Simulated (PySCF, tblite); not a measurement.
# C₄H₇FN radical: geometry, infrared bands and EPR parameters

Aim: predict the infrared bands and EPR parameters of C₄H₇FN radical (`N[CH][C@@H]1C[C@H]1F`).

The runs use tblite 0.8.0 and PySCF 2.14.0, with density-fitted response routines of our own; the level of theory stands in each step. All values are computed, except where a source is named. Atoms are numbered from 0 throughout.

### Step 1. Starting geometry

13 atoms, charge 0, multiplicity 2; geometry from: force field or distance geometry start.

Bonds of the start (Å): N0–C1 1.47, C1–C2 1.45, C2–C3 1.52, C3–C4 1.49, C4–F5 1.38, C4–C2 1.51, N0–H6 1.01, N0–H7 1.01, C1–H8 1.08, C2–H9 1.09, C3–H10 1.08, C3–H11 1.10, C4–H12 1.08.

### Step 2. Optimising the geometry with GFN2-xTB

The job: settings as JSON, then the geometry in Å.

```
{"job": {"kind": "relax", "xc": "GFN2-xTB", "basis": "xTB"}, "charge": 0, "multiplicity": 2}
N      2.109200    -0.284600    -0.275700
C      1.035800     0.561200     0.273300
C     -0.267700    -0.010700     0.547000
C     -1.019500    -0.700400    -0.576500
C     -1.474800     0.632200    -0.087600
F     -2.644300     0.678400     0.645700
H      3.033000     0.011000     0.014200
H      1.990900    -1.264100    -0.046000
H      1.237200     1.599100     0.514700
H     -0.419100    -0.387200     1.555300
H     -0.564300    -0.767800    -1.550000
H     -1.635200    -1.565300    -0.306500
H     -1.385600     1.498600    -0.725800
```

Run with:

```console
$ OMP_NUM_THREADS=1 python probes_run.py task.json out
```

This one command runs all jobs of the session in turn.

**Question.** This job is followed by: GFN2-xTB harmonic vibrations, gas phase; PBE0-D3(BJ)/def2-SVP geometry optimisation, gas phase; UKS B3LYP, IGLO-III on C F N, pcH-1 on H, non-relativistic, mean-field spin-orbit, GIAO. What will the session give for the following? strongest single infrared mode (GFN2-xTB); zero-point energy (GFN2-xTB); point group; rotational constants (main isotopes); g(iso) (B3LYP); ⟨S²⟩; largest a(iso) (averaged by class); surface potential, 1st and 99th percentile.

The runs gave:

```
                                 quantity                  value
strongest single infrared mode (GFN2-xTB)   765 cm⁻¹, 283 km/mol
             zero-point energy (GFN2-xTB)          64.2 kcal/mol
                              point group                     C1
     rotational constants (main isotopes)  10.24, 1.85, 1.73 GHz
                           g(iso) (B3LYP)                2.00274
                                     ⟨S²⟩     0.754 (exact 0.75)
       largest a(iso) (averaged by class)   13C on C1, 111.4 MHz
    surface potential, 1st and 99th percentile     -1.08 V and 1.78 V
```

**Reading.** Relaxing lowered the energy by 0.329 eV in 100 steps; the close pair that moved most is N0–C1, from 1.473 to 1.396 Å (GFN2-xTB). All 33 modes are real, so the xTB geometry is a minimum. The strongest single mode, at 765 cm⁻¹, moves mainly H7 and H6. GFN2-xTB is a fitted tight-binding method: band positions and strengths are rough. Its intensities can rank the bands wrongly. The optimisation took 11 steps and gained 0.084 eV; among the close pairs (by a distance rule), C2–C4 changed most, from 1.511 to 1.486 Å (PBE0/def2-SVP). Most of the unpaired spin sits on C1 (0.86 e). The isotropic g lies 0.4 ppt above the free-electron value.
